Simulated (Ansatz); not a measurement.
**H₂O₂+ (quartet): the correlation ladder, def2-TZVPP**

The task here is to estimate one member of a computed series from the others.

Computed with Ansatz 0.2.0, Gaussian basis. Level: def2-TZVPP, core rule «outside noble gas», up to 2 orbitals frozen.

To be run: UHF; ROHF; CCSD(T) on UHF.

2 further runs of the same task are left out: 2 set aside as unsound or not needed.

## The system

The geometry is a PBE0/def2-TZVP stationary point (not a proven minimum) of the parent state, kept for this charge and spin.

4 atoms, charge 1, spin multiplicity 4.

Atoms are counted from 1 here; the program's logs count them from 0.

Bond lengths: O1–H3 0.969 Å, O2–H4 0.969 Å.

Set-up of the first run:

File in.yaml:

```yaml
crystal:
  periodic: [false, false, false]
  atoms:
    - {symbol: O, position_ang: [0.000000, -0.114833, 0.934723]}
    - {symbol: O, position_ang: [0.000000, 0.114833, -0.934723]}
    - {symbol: H, position_ang: [0.000000, 0.851694, 1.008223]}
    - {symbol: H, position_ang: [0.000000, -0.851694, -1.008223]}
basis:
  gaussian: {orbitals: def2-TZVPP}
total_charge: 1
magnetization: {spin_polarized: true, initial_magnetization: 3}
hamiltonian: {xc: hf}
output: {orbitals: {seedname: orbitals}}
```

Started as:

```bash
> ansatz run in.yaml --threads 1 --pin off --events-out ev --progress --plain --max-ram 2816MiB --backend cpu
```

Among the steps run: UHF; ROHF; CCSD(T) on UHF.

One table of the session follows, with a row left open; its other results are not shown here.

```
  method  from UCCSD(T) (meV)
    ROHF             +11774.0
     UHF                    ?
    UMP2              +1120.6
   UCCSD               +292.4
UCCSD(T)                    0
```

Q: Estimate the row for UHF from the others.

**Answer.** from UCCSD(T) (meV): +11138.6. In the column «from UCCSD(T) (meV)» it lies between UMP2 (+1120.6) and ROHF (+11774.0).

The program flags UCCSD(T) as in doubt (see the logs), so the zero of the table is itself unsure.

To keep in mind: The report flags that the cluster equations may have other roots. The program flags UCCSD(T) as in doubt, so the zero of the table is itself unsure.
